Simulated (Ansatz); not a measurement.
# C3H4S: small, medium and large basis sets

Aim: see how fast density functionals converge with the basis set for C3H4S.

Program: Ansatz 0.2.0, Gaussian basis. Level of theory: one geometry, several basis sets. These are calculated values, not measurements.

The runs, in order: PBE0-D4/def2-SVP; ωB97M-V/def2-SVP; PBE0-D4/def2-QZVPP; ωB97M-V/def2-QZVPP; the functionals' def2-TZVPP values are taken from earlier runs.

## Step 1: Structure used throughout

The geometry comes from an earlier relaxation with PBE0-D4 in a triple-zeta def2 set; it is a stationary point, not always the lowest conformer.

8 atoms, charge 0, spin multiplicity 1.

Atoms are counted from 1 here; the program's logs count them from 0.

Bond lengths: C1–C2 1.317 Å, C1–H5 1.082 Å, C1–H6 1.084 Å, C2–C3 1.450 Å, C2–S4 1.728 Å, C3–S4 1.833 Å, C3–H7 1.086 Å, C3–H8 1.086 Å. Angles: C2–C1–H5 121.6°, C2–C1–H6 120.1°, H5–C1–H6 118.3°, C1–C2–C3 146.0°, C1–C2–S4 144.2°, C3–C2–S4 69.8°, C2–C3–S4 62.2°, C2–C3–H7 118.9°, C2–C3–H8 118.9°, S4–C3–H7 115.2°, S4–C3–H8 115.2°, H7–C3–H8 115.5°, C2–S4–C3 48.0°.

## Step 2: PBE0-D4 in def2-SVP

The input, in.yaml:

```yaml
crystal:
  periodic: [false, false, false]
  atoms:
    - {symbol: C, position_ang: [-0.546741, 1.281260, -0.203785]}
    - {symbol: C, position_ang: [-0.150366, 0.026680, -0.271181]}
    - {symbol: C, position_ang: [0.588830, -1.037291, 0.380961]}
    - {symbol: S, position_ang: [-0.198971, -1.408455, -1.232422]}
    - {symbol: H, position_ang: [-1.146594, 1.728810, -0.985505]}
    - {symbol: H, position_ang: [-0.273427, 1.892027, 0.648470]}
    - {symbol: H, position_ang: [1.674136, -1.004764, 0.369816]}
    - {symbol: H, position_ang: [0.145434, -1.535368, 1.237945]}
basis:
  gaussian: {orbitals: def2-SVP}
hamiltonian: {xc: pbe0, dispersion: d4}
output: {orbitals: {seedname: orbitals}}
```

Command:

```sh
ansatz run in.yaml --threads 2 --pin off --events-out ev --progress --plain --max-ram 4352MiB
```

After this run come: ωB97M-V in def2-SVP; PBE0-D4 in def2-QZVPP; ωB97M-V in def2-QZVPP.

Q: Predict the results of all the runs planned. Wanted: PBE0-D4: double and triple zeta above quadruple; ωB97M-V: double and triple zeta above quadruple.

The runs gave:

```
                                       quantity          value
PBE0-D4: double and triple zeta above quadruple  7.78, 0.50 eV
ωB97M-V: double and triple zeta above quadruple  7.89, 0.47 eV
```

For PBE0-D4 the step from double to triple zeta gains 7.28 eV and the next only 0.50 eV. These are total energies; as a rule much of such shifts cancels in differences, which this series doesn't test. The LUMO of ωB97M-V is positive and keeps falling with the basis (2.40 to 1.44 eV): an unbound level that the basis holds in place.
